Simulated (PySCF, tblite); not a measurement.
# C3H6F2O: dynamics, then NMR shifts and electronic excitations on frames, part 1 of 2

How do NMR shifts and electronic excitations of C3H6F2O (`CCOC(F)F`) change as the atoms move?

The runs use tblite 0.8.0 and PySCF 2.14.0, with density-fitted response routines of our own; the level of theory stands in each step. All values are computed, except where a source is named. Atoms are numbered from 0 throughout.

**1. The starting structure**

12 atoms, charge 0, multiplicity 1; geometry from: GFN2-xTB.

Bonds of the start (Å): C0–C1 1.52, C1–O2 1.43, O2–C3 1.34, C3–F4 1.37, C3–F5 1.34, C0–H6 1.09, C0–H7 1.09, C0–H8 1.09, C1–H9 1.10, C1–H10 1.10, C3–H11 1.11.

**2. Dynamics with GFN2-xTB**

Job settings and geometry (Å):

```
{"job": {"kind": "md", "xc": "GFN2-xTB", "basis": "xTB", "temperature": 600, "steps": 2000, "every": 50, "frames": 5}, "charge": 0, "multiplicity": 1}
C     -1.811576    -0.115879     0.109614
C     -0.357159    -0.429342    -0.187496
O      0.448893     0.557476     0.460797
C      1.755559     0.496677     0.166236
F      2.360134    -0.584630     0.741174
F      2.363144     1.574567     0.675294
H     -1.981568    -0.137186     1.181629
H     -2.061420     0.873745    -0.261458
H     -2.448699    -0.852945    -0.370156
H     -0.161884    -0.397785    -1.268673
H     -0.087925    -1.423282     0.190245
H      1.983699     0.437898    -0.919102
```

Method: GFN2-xTB Langevin dynamics, gas phase.

The run is started by

```sh
$ OMP_NUM_THREADS=1 python probes_run.py task.json out
```

The driver reads the jobs from task.json and runs them one after another.

Standard output:

```text
t/fs     T/K      E/eV
    0.0   523.0   -626.35404
   25.0   364.3   -625.75538
   50.0   553.7   -625.83559
   75.0   521.0   -625.75323
  100.0   507.9   -625.70857
  125.0   408.7   -625.53128
  150.0   482.5   -625.86603
  175.0   614.8   -625.86672
  200.0   615.9   -625.85210
  225.0   501.5   -625.56636
  250.0   618.8   -625.65207
  275.0   696.3   -625.69237
  300.0   707.9   -625.39817
  325.0   797.1   -625.46333
  350.0   867.6   -625.69074
  375.0   781.9   -625.73596
  400.0   740.9   -625.52397
  425.0   613.6   -625.48277
  450.0   989.6   -625.80653
  475.0   652.4   -625.52115
  500.0   740.9   -625.52862
  525.0   741.6   -625.71051
  550.0   786.7   -625.73555
  575.0   600.7   -625.48259
  600.0   591.9   -625.40853
  625.0   608.5   -625.40372
  650.0   504.5   -625.55321
  675.0   606.1   -625.88805
  700.0   345.6   -625.54117
  725.0   506.5   -625.82211
  750.0   403.1   -625.68157
  775.0   542.5   -625.95457
  800.0   295.9   -626.01469
  825.0   449.3   -626.10331
  850.0   378.0   -625.98237
  875.0   420.1   -625.93460
  900.0   434.5   -626.12496
  925.0   422.2   -625.99330
  950.0   568.9   -626.04360
  975.0   547.1   -625.68640
 1000.0   678.6   -625.87769
```

Wall time 7.4 s (1 thread of Arm Neoverse V1, shared host); peak memory 0.18 GiB.

Distance from the start (root mean square after alignment): 0 fs 0.00 Å, 200 fs 0.88 Å, 400 fs 1.10 Å, 600 fs 1.12 Å, 800 fs 1.16 Å, 1000 fs 1.19 Å.

Positions (Å) and forces (eV/Å) at 1000 fs:

```xyz
12

C    -1.353   -1.228    2.744    0.060   -1.298   -0.434
C    -0.886   -0.774    1.320   -1.036   -1.511    0.561
O     0.534   -0.750    1.265    0.309    0.032   -0.289
C     1.099    0.225    0.541    1.277   -0.888    1.189
F     1.001    1.348    1.294   -0.687    1.312   -0.847
F     0.627    0.338   -0.734    0.146    0.501    1.020
H    -0.875   -2.190    3.181   -0.868    1.514   -1.222
H    -1.157   -0.456    3.425    0.939    1.110    0.914
H    -2.451   -1.242    2.802    0.290   -0.719   -0.505
H    -1.432    0.161    1.120    0.688    0.010   -0.120
H    -1.126   -1.516    0.527   -0.577    0.237    0.464
H     2.212    0.063    0.570   -0.540   -0.300   -0.734
```

**3. NMR shieldings: 250 fs, PBE0/pcSseg-1**

Job settings and geometry (Å):

```
{"job": {"kind": "nmr", "xc": "PBE0", "basis": "pcSseg-1", "pop": false}, "charge": 0, "multiplicity": 1}
C     -2.192000     0.169000     0.253300
C     -0.802100     0.091600    -0.169100
O      0.079300     0.440500     0.989700
C      1.391400     0.619800     0.820700
F      1.905400     0.970300     2.020700
F      1.633500     1.564300    -0.077500
H     -2.419200    -0.872100     0.676100
H     -2.373800     1.057100     0.900000
H     -2.899600     0.234500    -0.506900
H     -0.344100     0.804100    -0.863000
H     -0.429700    -0.928100    -0.530400
H      1.946500    -0.300400     0.516200
```

Method: GIAO PBE0/pcSseg-1 NMR shielding, non-relativistic, gas phase.

Standard output:

```text
coarse grid: 10240 points
cycle   1  E = -392.1879304629  dE =  8.102e-01  |g| = 8.582e-01  |ddm| = 2.808e+00
cycle   2  E = -392.0790938986  dE =  1.088e-01  |g| = 1.207e+00  |ddm| = 1.067e+00
cycle   3  E = -392.3112780220  dE = -2.322e-01  |g| = 6.602e-02  |ddm| = 6.453e-01
cycle   4  E = -392.3117063922  dE = -4.284e-04  |g| = 4.612e-02  |ddm| = 6.031e-02
cycle   5  E = -392.3120611663  dE = -3.548e-04  |g| = 7.465e-03  |ddm| = 2.809e-02
cycle   6  E = -392.3120689018  dE = -7.735e-06  |g| = 2.592e-03  |ddm| = 5.233e-03
final grid: 100272 points
cycle   7  E = -392.3695448103  dE = -2.351e-05  |g| = 1.106e-02  |ddm| = 1.735e-02
cycle   8  E = -392.3695187178  dE =  2.609e-05  |g| = 1.659e-02  |ddm| = 1.428e-02
cycle   9  E = -392.3695664017  dE = -4.768e-05  |g| = 1.006e-03  |ddm| = 8.992e-03
cycle  10  E = -392.3695666085  dE = -2.068e-07  |g| = 2.183e-04  |ddm| = 8.312e-04
cycle  11  E = -392.3695666154  dE = -6.878e-09  |g| = 9.079e-05  |ddm| = 1.620e-04
cycle  12  E = -392.3695666166  dE = -1.152e-09  |g| = 1.182e-05  |ddm| = 5.139e-05
cycle  13  E = -392.3695666166  dE = -2.285e-11  |g| = 4.455e-06  |ddm| = 9.936e-06
converged SCF energy = -392.3695666166

GIAO shielding tensors (ppm)
atom      isotropic    diamagn.    paramagn.     s11        s22        s33       span
  0 C      173.380     245.724     -72.344    158.472    169.821    191.847     33.375
  1 C      114.577     249.920    -135.343     78.430    103.500    161.801     83.371
  2 O      208.053     400.169    -192.116    145.254    197.318    281.589    136.336
  3 C       66.466     240.219    -173.752     47.608     70.222     81.570     33.962
  4 F      266.467     469.896    -203.429    173.477    270.037    355.886    182.409
  5 F      287.152     473.879    -186.727    234.259    268.496    358.700    124.441
  6 H       28.224      26.817       1.408     23.346     26.652     34.675     11.330
  7 H       29.198      27.312       1.886     24.657     27.996     34.940     10.283
  8 H       31.228      29.205       2.023     27.563     28.221     37.900     10.337
  9 H       26.899      31.720      -4.822     21.034     28.327     31.335     10.301
 10 H       26.874      30.885      -4.011     22.728     26.653     31.242      8.514
 11 H       25.241      28.766      -3.525     22.487     23.211     30.025      7.538
```

Run time: 12 s. Hardware: 1 thread of Arm Neoverse V1, shared host; peak memory 0.63 GiB.

Shifts follow as δ = σ(reference) − σ, with reference shieldings (ppm) from runs at the same level and on the same kind of geometry: 1H TMS 31.72, 13C TMS 186.9, 19F CFCl3 170.9, 17O H2O 336.1. The references are single molecules in the gas phase, so shifts against H2O, NH3, PH3, H3PO4 or CFCl3 are not on the usual liquid scales and can be off by tens of ppm. Each atom is listed at this fixed geometry, with no averaging over motion; a spectrum would average atoms that exchange fast.

```csv
atoms,environment,σ (ppm),δ (ppm)
C3,sp3 CH bonded to 2 F and O,66.5,120.5
C1,sp3 CH2 bonded to O,114.6,72.3
C0,methyl carbon,173.4,13.5
H11,hydrogen on an sp3 CH bonded to 2 F and O,25.24,6.48
H10,hydrogen on an sp3 CH2 bonded to O,26.87,4.84
H9,hydrogen on an sp3 CH2 bonded to O,26.90,4.82
H6,hydrogen on a methyl carbon,28.22,3.49
H7,hydrogen on a methyl carbon,29.20,2.52
H8,hydrogen on a methyl carbon,31.23,0.49
O2,ether oxygen,208.1,128.0
F4,fluorine of a CF2 group,266.5,-95.5
F5,fluorine of a CF2 group,287.2,-116.2
```

**4. Excited states and response: 250 fs, PBE0/def2-SVPD**

Settings changed since step 3:

```diff
@@ -1,2 +1,2 @@
-{"job": {"kind": "nmr", "xc": "PBE0", "basis": "pcSseg-1", "pop": false}, "charge": 0, "multiplicity": 1}
+{"job": {"kind": "uv", "xc": "PBE0", "basis": "def2-SVPD", "nstates": 5, "ntriplets": 0}, "charge": 0, "multiplicity": 1}
 C     -2.192000     0.169000     0.253300
```

With the program's defaults for keys left out, this is: TDDFT PBE0/def2-SVPD, vertical, gas phase, core orbitals frozen in the response.

Standard output:

```text
coarse grid: 10240 points
cycle   1  E = -391.9642649752  dE =  7.623e-01  |g| = 8.026e-01  |ddm| = 4.180e+00
cycle   2  E = -391.8570073908  dE =  1.073e-01  |g| = 1.140e+00  |ddm| = 1.594e+00
cycle   3  E = -392.0791258212  dE = -2.221e-01  |g| = 7.324e-02  |ddm| = 9.415e-01
cycle   4  E = -392.0797699220  dE = -6.441e-04  |g| = 4.584e-02  |ddm| = 1.038e-01
cycle   5  E = -392.0801497597  dE = -3.798e-04  |g| = 8.283e-03  |ddm| = 4.061e-02
cycle   6  E = -392.0801604073  dE = -1.065e-05  |g| = 2.429e-03  |ddm| = 9.621e-03
cycle   7  E = -392.0801616328  dE = -1.226e-06  |g| = 3.633e-04  |ddm| = 2.789e-03
final grid: 100272 points
cycle   8  E = -392.1375697615  dE = -2.557e-05  |g| = 9.938e-03  |ddm| = 6.866e-02
cycle   9  E = -392.1375499995  dE =  1.976e-05  |g| = 1.440e-02  |ddm| = 2.091e-02
cycle  10  E = -392.1375892115  dE = -3.921e-05  |g| = 1.166e-03  |ddm| = 1.182e-02
cycle  11  E = -392.1375895016  dE = -2.901e-07  |g| = 2.017e-04  |ddm| = 1.212e-03
cycle  12  E = -392.1375895075  dE = -5.872e-09  |g| = 9.367e-05  |ddm| = 2.362e-04
cycle  13  E = -392.1375895089  dE = -1.423e-09  |g| = 1.513e-05  |ddm| = 8.248e-05
cycle  14  E = -392.1375895089  dE = -4.070e-11  |g| = 5.873e-06  |ddm| = 2.304e-05
converged SCF energy = -392.1375895089

Static polarisability (au): isotropic 46.795, principal 41.560 43.487 55.337

Singlet excitations
state   eV       nm        f      main configurations
  1   7.8704    157.5   0.01835   H->L 0.95
  2   8.2051    151.1   0.01536   H->L+1 0.77, H->L+2 0.09, H->L+4 0.08
  3   8.7367    141.9   0.02404   H->L+2 0.65, H->L+1 0.16, H->L+3 0.10
  4   8.9326    138.8   0.03029   H->L+3 0.85, H->L+2 0.12
  5   9.1908    134.9   0.01501   H-1->L 0.79, H->L+4 0.11
```

Run time: 22 s. Hardware: 1 thread of Arm Neoverse V1, shared host; peak memory 0.73 GiB.

The orbitals next to the gap, with their largest atomic shares:

```csv
orbital,eV,atoms
HOMO−3,-10.69,"C0 25 %, F5 15 %, O2 14 %"
HOMO−2,-10.66,"C0 16 %, O2 16 %, C1 15 %"
HOMO−1,-9.71,"O2 42 %, C1 12 %, C3 9 %"
HOMO,-8.49,"O2 54 %, C1 14 %, H10 7 %"
LUMO,0.62,"C0 22 %, C1 21 %, H10 14 %"
LUMO+1,1.05,"C3 16 %, H11 15 %, C0 13 %"
LUMO+2,1.57,"O2 16 %, H10 15 %, F4 11 %"
```

With each of the 5 states as a Gaussian band of 0.4 eV half-width at 1/e, the curve within the window shown has maxima at 153 nm (ε 1,200), 140 nm (ε 2,400) L/(mol cm). Beyond the last state computed it falls off for lack of states. The curve at chosen wavelengths:

```
 nm  ε (L/mol/cm)
131           549
133          1033
134          1319
136          1887
137          2124
139          2407
140          2431
142          2260
143          2097
145          1724
147          1417
148          1316
150          1216
151          1204
153          1208
154          1207
156          1164
158          1054
159           976
161           786
162           684
164           487
165           398
167           250
168           192
170           108
```

Further results of this job:

```csv
property,computed
dipole moment (D),3.23
polarisability (Å³),6.93
HOMO–LUMO gap (eV),9.11
−ε(HOMO) (eV),8.49
```

**5. NMR shieldings: 425 fs, PBE0/pcSseg-1**

Job settings and geometry (Å):

```
{"job": {"kind": "nmr", "xc": "PBE0", "basis": "pcSseg-1", "pop": false}, "charge": 0, "multiplicity": 1}
C     -1.354400     0.932400     0.724300
C     -1.122800    -0.522800     1.001000
O      0.276700    -0.719800     1.346900
C      1.112100     0.249000     1.125200
F      1.024200     1.338700     1.860700
F      1.138600     0.917900    -0.089100
H     -0.593600     1.548100     1.297000
H     -1.298300     1.099900    -0.393100
H     -2.328900     1.262800     1.023100
H     -1.246600    -1.237200     0.107000
H     -1.778200    -0.897600     1.835400
H      2.129700    -0.264400     1.170900
```

With the program's defaults for keys left out, this is: GIAO PBE0/pcSseg-1 NMR shielding, non-relativistic, gas phase.

Standard output:

```text
coarse grid: 10240 points
cycle   1  E = -392.1734092398  dE =  8.838e-01  |g| = 8.405e-01  |ddm| = 2.824e+00
cycle   2  E = -392.0945586974  dE =  7.885e-02  |g| = 1.125e+00  |ddm| = 9.089e-01
cycle   3  E = -392.2900268785  dE = -1.955e-01  |g| = 6.149e-02  |ddm| = 5.196e-01
cycle   4  E = -392.2905720557  dE = -5.452e-04  |g| = 3.164e-02  |ddm| = 5.309e-02
cycle   5  E = -392.2907565978  dE = -1.845e-04  |g| = 6.065e-03  |ddm| = 2.051e-02
cycle   6  E = -392.2907610647  dE = -4.467e-06  |g| = 2.487e-03  |ddm| = 4.290e-03
final grid: 100272 points
cycle   7  E = -392.3495310363  dE = -4.446e-05  |g| = 1.003e-02  |ddm| = 2.588e-02
cycle   8  E = -392.3495135222  dE =  1.751e-05  |g| = 1.432e-02  |ddm| = 1.196e-02
cycle   9  E = -392.3495486649  dE = -3.514e-05  |g| = 8.317e-04  |ddm| = 7.105e-03
cycle  10  E = -392.3495487847  dE = -1.198e-07  |g| = 3.242e-04  |ddm| = 7.081e-04
cycle  11  E = -392.3495488015  dE = -1.687e-08  |g| = 6.453e-05  |ddm| = 1.932e-04
cycle  12  E = -392.3495488021  dE = -5.997e-10  |g| = 2.314e-05  |ddm| = 4.934e-05
converged SCF energy = -392.3495488021

GIAO shielding tensors (ppm)
atom      isotropic    diamagn.    paramagn.     s11        s22        s33       span
  0 C      168.412     250.898     -82.485    151.128    175.423    178.685     27.557
  1 C      112.199     244.877    -132.678     81.166     94.672    160.761     79.595
  2 O      224.497     396.825    -172.328    206.305    231.743    235.443     29.138
  3 C       65.916     236.862    -170.945     37.960     76.794     82.996     45.036
  4 F      243.019     473.138    -230.119    175.212    261.591    292.254    117.042
  5 F      234.170     478.396    -244.226    132.215    253.842    316.453    184.238
  6 H       25.783      28.674      -2.891     17.890     25.147     34.313     16.423
  7 H       28.552      30.392      -1.840     25.077     26.937     33.642      8.565
  8 H       30.921      29.271       1.650     26.710     28.390     37.662     10.952
  9 H       25.941      28.697      -2.756     21.902     24.859     31.062      9.160
 10 H       26.626      27.194      -0.568     22.396     26.148     31.335      8.939
 11 H       24.449      25.322      -0.873     19.778     22.737     30.833     11.055
```

Wall time 10 s (1 thread of Arm Neoverse V1, shared host); peak memory 0.65 GiB.

This run: δ C3 121.0, C1 74.7, C0 18.5, O2 111.6, H11 7.27, H6 5.93 ppm.

**6. Ultraviolet spectrum: 425 fs, PBE0/def2-SVPD**

Settings changed since step 5:

```diff
@@ -1,2 +1,2 @@
-{"job": {"kind": "nmr", "xc": "PBE0", "basis": "pcSseg-1", "pop": false}, "charge": 0, "multiplicity": 1}
+{"job": {"kind": "uv", "xc": "PBE0", "basis": "def2-SVPD", "nstates": 5, "ntriplets": 0}, "charge": 0, "multiplicity": 1}
 C     -1.354400     0.932400     0.724300
```

Method: TDDFT PBE0/def2-SVPD, vertical, gas phase, core orbitals frozen in the response.

Standard output:

```text
coarse grid: 10240 points
cycle   1  E = -391.9481066724  dE =  8.353e-01  |g| = 7.873e-01  |ddm| = 4.351e+00
cycle   2  E = -391.8717623839  dE =  7.634e-02  |g| = 1.058e+00  |ddm| = 1.797e+00
cycle   3  E = -392.0574211150  dE = -1.857e-01  |g| = 6.391e-02  |ddm| = 1.027e+00
cycle   4  E = -392.0580447272  dE = -6.236e-04  |g| = 3.042e-02  |ddm| = 9.820e-02
cycle   5  E = -392.0582214688  dE = -1.767e-04  |g| = 6.506e-03  |ddm| = 3.390e-02
cycle   6  E = -392.0582271973  dE = -5.729e-06  |g| = 2.513e-03  |ddm| = 7.568e-03
final grid: 100272 points
cycle   7  E = -392.1170118810  dE = -5.233e-05  |g| = 9.468e-03  |ddm| = 1.152e-01
cycle   8  E = -392.1169961210  dE =  1.576e-05  |g| = 1.338e-02  |ddm| = 2.184e-02
cycle   9  E = -392.1170287408  dE = -3.262e-05  |g| = 8.347e-04  |ddm| = 1.274e-02
cycle  10  E = -392.1170288703  dE = -1.295e-07  |g| = 3.176e-04  |ddm| = 1.157e-03
cycle  11  E = -392.1170288879  dE = -1.756e-08  |g| = 8.217e-05  |ddm| = 3.482e-04
cycle  12  E = -392.1170288890  dE = -1.129e-09  |g| = 2.389e-05  |ddm| = 8.858e-05
cycle  13  E = -392.1170288891  dE = -9.754e-11  |g| = 5.356e-06  |ddm| = 3.047e-05
converged SCF energy = -392.1170288891

Static polarisability (au): isotropic 45.194, principal 40.696 44.727 50.157

Singlet excitations
state   eV       nm        f      main configurations
  1   8.3032    149.3   0.00452   H->L 0.98
  2   8.8873    139.5   0.00581   H-1->L 0.96
  3   9.0748    136.6   0.00370   H->L+1 0.86
  4   9.2341    134.3   0.02072   H->L+2 0.65, H->L+4 0.23
  5   9.4236    131.6   0.05474   H->L+3 0.86
```

Run time: 20 s. Hardware: 1 thread of Arm Neoverse V1, shared host; peak memory 0.73 GiB.

This run: HOMO -8.98 eV, LUMO 0.62 eV; lowest singlet 8.30 eV.

**7. Shielding tensors: 625 fs, PBE0/pcSseg-1**

Job settings and geometry (Å):

```
{"job": {"kind": "nmr", "xc": "PBE0", "basis": "pcSseg-1", "pop": false}, "charge": 0, "multiplicity": 1}
C     -1.821300    -0.117500     1.447500
C     -0.665500    -1.147800     1.365000
O      0.662700    -0.704600     1.543500
C      1.050500     0.369100     0.935900
F      0.892200     1.680700     1.471900
F      0.562800     0.739600    -0.319400
H     -1.766800     0.516600     2.331300
H     -2.211200     0.257000     0.502200
H     -2.692100    -0.722700     1.778200
H     -0.899900    -1.670800     0.418100
H     -0.676700    -1.783500     2.233100
H      2.118800     0.477200     0.865100
```

With the program's defaults for keys left out, this is: GIAO PBE0/pcSseg-1 NMR shielding, non-relativistic, gas phase.

Standard output:

```text
coarse grid: 10240 points
cycle   1  E = -392.1605355917  dE =  7.695e-01  |g| = 8.578e-01  |ddm| = 2.810e+00
cycle   2  E = -392.0411435832  dE =  1.194e-01  |g| = 1.254e+00  |ddm| = 1.008e+00
cycle   3  E = -392.2849246466  dE = -2.438e-01  |g| = 7.809e-02  |ddm| = 6.011e-01
cycle   4  E = -392.2856543951  dE = -7.297e-04  |g| = 4.896e-02  |ddm| = 7.054e-02
cycle   5  E = -392.2860491806  dE = -3.948e-04  |g| = 9.121e-03  |ddm| = 2.918e-02
cycle   6  E = -392.2860624048  dE = -1.322e-05  |g| = 3.287e-03  |ddm| = 6.843e-03
cycle   7  E = -392.2860647531  dE = -2.348e-06  |g| = 2.921e-04  |ddm| = 2.319e-03
final grid: 100272 points
cycle   8  E = -392.3460698100  dE = -3.482e-05  |g| = 1.084e-02  |ddm| = 1.841e-02
cycle   9  E = -392.3460526470  dE =  1.716e-05  |g| = 1.489e-02  |ddm| = 1.336e-02
cycle  10  E = -392.3460917394  dE = -3.909e-05  |g| = 7.928e-04  |ddm| = 7.508e-03
cycle  11  E = -392.3460918569  dE = -1.175e-07  |g| = 3.227e-04  |ddm| = 7.558e-04
cycle  12  E = -392.3460918758  dE = -1.893e-08  |g| = 9.629e-05  |ddm| = 2.345e-04
cycle  13  E = -392.3460918770  dE = -1.211e-09  |g| = 2.860e-05  |ddm| = 5.776e-05
cycle  14  E = -392.3460918772  dE = -1.440e-10  |g| = 4.828e-06  |ddm| = 1.981e-05
converged SCF energy = -392.3460918772

GIAO shielding tensors (ppm)
atom      isotropic    diamagn.    paramagn.     s11        s22        s33       span
  0 C      169.468     242.590     -73.122    149.456    163.655    195.293     45.836
  1 C      123.205     240.759    -117.555     80.208    118.360    171.047     90.839
  2 O      232.423     395.376    -162.953    196.767    240.632    259.870     63.103
  3 C       59.732     233.748    -174.016     31.550     63.919     83.726     52.176
  4 F      215.671     475.747    -260.075     58.095    238.711    350.208    292.112
  5 F      248.398     477.597    -229.199    125.390    273.978    345.827    220.437
  6 H       29.635      27.283       2.352     25.722     27.955     35.229      9.507
  7 H       29.460      29.389       0.071     25.480     27.956     34.943      9.463
  8 H       30.272      25.755       4.517     26.091     27.765     36.960     10.870
  9 H       26.942      29.266      -2.324     21.688     27.207     31.931     10.243
 10 H       27.672      27.926      -0.255     21.426     28.231     33.358     11.933
 11 H       25.113      27.477      -2.363     20.806     24.419     30.116      9.310
```

It took 9.8 s on 1 thread of Arm Neoverse V1, shared host; peak memory 0.65 GiB.

Key values: δ C3 127.2, C1 63.7, C0 17.5, O2 103.7, H11 6.60, H9 4.78 ppm.

**8. TDDFT and polarisability: 625 fs, PBE0/def2-SVPD**

Settings changed since step 7:

```diff
@@ -1,2 +1,2 @@
-{"job": {"kind": "nmr", "xc": "PBE0", "basis": "pcSseg-1", "pop": false}, "charge": 0, "multiplicity": 1}
+{"job": {"kind": "uv", "xc": "PBE0", "basis": "def2-SVPD", "nstates": 5, "ntriplets": 0}, "charge": 0, "multiplicity": 1}
 C     -1.821300    -0.117500     1.447500
```

With the program's defaults for keys left out, this is: TDDFT PBE0/def2-SVPD, vertical, gas phase, core orbitals frozen in the response.

Standard output:

```text
coarse grid: 10240 points
cycle   1  E = -391.9360103992  dE =  7.199e-01  |g| = 8.010e-01  |ddm| = 4.217e+00
cycle   2  E = -391.8206736320  dE =  1.153e-01  |g| = 1.179e+00  |ddm| = 1.690e+00
cycle   3  E = -392.0519530427  dE = -2.313e-01  |g| = 8.066e-02  |ddm| = 9.957e-01
cycle   4  E = -392.0528134139  dE = -8.604e-04  |g| = 4.584e-02  |ddm| = 1.067e-01
cycle   5  E = -392.0531772168  dE = -3.638e-04  |g| = 9.521e-03  |ddm| = 4.018e-02
cycle   6  E = -392.0531932313  dE = -1.601e-05  |g| = 2.997e-03  |ddm| = 1.221e-02
cycle   7  E = -392.0531952790  dE = -2.048e-06  |g| = 2.705e-04  |ddm| = 3.605e-03
final grid: 100272 points
cycle   8  E = -392.1133967927  dE = -3.294e-05  |g| = 1.047e-02  |ddm| = 7.248e-02
cycle   9  E = -392.1133798310  dE =  1.696e-05  |g| = 1.441e-02  |ddm| = 2.266e-02
cycle  10  E = -392.1134182782  dE = -3.845e-05  |g| = 7.230e-04  |ddm| = 1.219e-02
cycle  11  E = -392.1134183846  dE = -1.064e-07  |g| = 2.513e-04  |ddm| = 1.000e-03
cycle  12  E = -392.1134183975  dE = -1.294e-08  |g| = 7.226e-05  |ddm| = 3.103e-04
cycle  13  E = -392.1134183982  dE = -7.033e-10  |g| = 3.304e-05  |ddm| = 7.829e-05
cycle  14  E = -392.1134183984  dE = -1.921e-10  |g| = 4.234e-06  |ddm| = 3.199e-05
converged SCF energy = -392.1134183984

Static polarisability (au): isotropic 45.709, principal 41.414 44.220 51.493

Singlet excitations
state   eV       nm        f      main configurations
  1   8.5138    145.6   0.01158   H->L 0.96
  2   9.1978    134.8   0.07070   H->L+1 0.89
  3   9.2701    133.7   0.00292   H-1->L 0.92
  4   9.5315    130.1   0.05267   H->L+2 0.76, H->L+3 0.14
  5   9.6722    128.2   0.01211   H-2->L 0.59, H->L+3 0.20, H->L+2 0.08
```

It took 21 s on 1 thread of Arm Neoverse V1, shared host; peak memory 0.73 GiB.

This run: HOMO -9.23 eV, LUMO 0.50 eV; lowest singlet 8.51 eV.

(Continued in part 2 of 2.)
